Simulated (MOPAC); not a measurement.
MOPAC input (MNDO):

```
MNDO 1SCF UHF MS=0.5 GEO-OK AUX(PRECISION=9) THREADS=1
CHO2

O    -1.08887154 1   -0.44118669 1   -0.01223018 1
C    -0.05027312 1    0.20044672 1    0.00177486 1
O     1.16824354 1    0.12471821 1    0.00942801 1
H    -0.33333734 1    1.32906756 1    0.01176824 1
```

Output:

```
 *******************************************************************************
 **                                                                           **
 **                              MOPAC v23.2.5                                **
 **                                                                           **
 *******************************************************************************
 ** MOPAC's Digital Object Identifier: https://doi.org/10.5281/zenodo.6511958 **
 **                                                                           **
 ** Please cite the open-source release paper for use of this MOPAC version:  **
 ** J. E. Moussa and J. J. P. Stewart (2026)                                  **
 ** MOPAC: An open-source semiempirical molecular orbital program             **
 ** J. Open Source Softw., 11(119), 8025, https://doi.org/10.21105/joss.08025 **
 *******************************************************************************

                              MNDO CALCULATION RESULTS

 *******************************************************************************
 *  MNDO       - The MNDO Hamiltonian to be used
 *  GEO-OK     - OVERRIDE INTERATOMIC DISTANCE AND OTHER SAFETY CHECKS
 *  UHF        - UNRESTRICTED HARTREE-FOCK CALCULATION
 *  MS=        - IN MECI, MAGNETIC COMPONENT OF SPIN =  0.5
 *  1SCF       - DO 1 SCF AND THEN STOP
 *  AUX        - OUTPUT AUXILIARY INFORMATION
 *******************************************************************************
MNDO 1SCF UHF MS=0.5 GEO-OK AUX(PRECISION=9) THREADS=1
 CHO2

   ATOM   CHEMICAL          X               Y               Z
  NUMBER   SYMBOL      (ANGSTROMS)     (ANGSTROMS)     (ANGSTROMS)

     1       O         -1.08887154  *  -0.44118669  *  -0.01223018  *
     2       C         -0.05027312  *   0.20044672  *   0.00177486  *
     3       O          1.16824354  *   0.12471821  *   0.00942801  *
     4       H         -0.33333734  *   1.32906756  *   0.01176824  *

          CARTESIAN COORDINATES

    NO.       ATOM           X           Y           Z

     1         O         -1.0889     -0.4412     -0.0122
     2         C         -0.0503      0.2004      0.0018
     3         O          1.1682      0.1247      0.0094
     4         H         -0.3333      1.3291      0.0118

  H: (MNDO): M.J.S. DEWAR, W. THIEL, J. AM. CHEM. SOC., 99, 4899, (1977)
  C: (MNDO): M.J.S. DEWAR, W. THIEL, J. AM. CHEM. SOC., 99, 4899, (1977)
  O: (MNDO): M.J.S. DEWAR, W. THIEL, J. AM. CHEM. SOC., 99, 4899, (1977)

           Empirical Formula: C H O2  =     4 atoms

      MOLECULAR POINT GROUP   :   C2v

          UHF CALCULATION, NO. OF ALPHA ELECTRONS =    9
                           NO. OF BETA  ELECTRONS =    8

 -------------------------------------------------------------------------------
 MNDO 1SCF UHF MS=0.5 GEO-OK AUX(PRECISION=9) THREADS=1
 CHO2

     1SCF WAS SPECIFIED, SO BFGS WAS NOT USED
     SCF FIELD WAS ACHIEVED

                              MNDO CALCULATION
                                                       MOPAC v23.2.5 Linux

          FINAL HEAT OF FORMATION =        -14.11339 KCAL/MOL =     -59.05042 KJ/MOL

          COSMO AREA              =         68.34 SQUARE ANGSTROMS
          COSMO VOLUME            =         49.61 CUBIC ANGSTROMS

          IONIZATION POTENTIAL    =         11.200940 EV
          ALPHA SOMO LUMO (EV)    =        -12.242  0.741
          BETA  SOMO LUMO (EV)    =        -11.201 -3.035
          NO. OF ALPHA ELECTRONS  =          9
          NO. OF BETA  ELECTRONS  =          8
          MOLECULAR WEIGHT        =         45.0177         POINT GROUP:  C2v

          MOLECULAR DIMENSIONS (Angstroms)

            Atom       Atom       Distance
            O     3    O     1     2.32708
            H     4    O     1     1.53342
            O     1    C     2     0.00000

          SCF CALCULATIONS        =          1

   ATOM   CHEMICAL          X               Y               Z
  NUMBER   SYMBOL      (ANGSTROMS)     (ANGSTROMS)     (ANGSTROMS)

     1       O         -1.08887154  *  -0.44118669  *  -0.01223018  *
     2       C         -0.05027312  *   0.20044672  *   0.00177486  *
     3       O          1.16824354  *   0.12471821  *   0.00942801  *
     4       H         -0.33333734  *   1.32906756  *   0.01176824  *

                             CARTESIAN COORDINATES

   1    O       -1.088871540    -0.441186690    -0.012230180
   2    C       -0.050273120     0.200446720     0.001774860
   3    O        1.168243540     0.124718210     0.009428010
   4    H       -0.333337340     1.329067560     0.011768240

           Empirical Formula: C H O2  =     4 atoms

      MOLECULAR POINT GROUP   :   C2v

          ALPHA EIGENVALUES
 -45.67878 -41.45011 -23.25177 -18.62039 -17.96320 -16.93312 -13.42150 -12.58812
 -12.24193   0.74081   1.99548   4.60214   7.15208

           BETA EIGENVALUES
 -44.86315 -40.34706 -22.08927 -18.03533 -17.03457 -16.78709 -12.19234 -11.20094
  -3.03485   0.75524   2.73487   4.74272   7.61839

              NET ATOMIC CHARGES AND DIPOLE CONTRIBUTIONS

  ATOM NO.   TYPE          CHARGE      No. of ELECS.   s-Pop       p-Pop
    1          O          -0.255363        6.2554     1.89206     4.36330
    2          C           0.365068        3.6349     1.20128     2.43365
    3          O          -0.255363        6.2554     1.89206     4.36330
    4          H           0.145659        0.8543     0.85434
 DIPOLE           X         Y         Z       TOTAL
 POINT-CHG.    -0.419     1.670     0.015     1.721
 HYBRID        -0.054     0.216     0.002     0.222
 SUM           -0.473     1.885     0.017     1.943

          ATOMIC ORBITAL ELECTRON POPULATIONS

     Atom    s        px        py        pz
    1  O   1.89206   1.34424   1.38584   1.63321
    2  C   1.20128   0.85395   0.84626   0.73343
    3  O   1.89206   1.14023   1.58979   1.63328
    4  H   0.85434

                    (SZ)    =    0.500000
                    (S**2)  =    0.765533

          ATOMIC ORBITAL SPIN POPULATIONS

    Atom   Total    s     px     py     pz
         Atomic
    1  O  0.3769  0.002 -0.013  0.376  0.013
    2  C -0.1132 -0.025 -0.031 -0.032 -0.025
    3  O  0.3769  0.002  0.053  0.310  0.013
    4  H  0.3593  0.359

 **********************
 *                    *
 * JOB ENDED NORMALLY *
 *                    *
 **********************

 == MOPAC DONE ==
```

The geometry given is a B3LYP-D3(BJ)/def2-TZVP minimum.
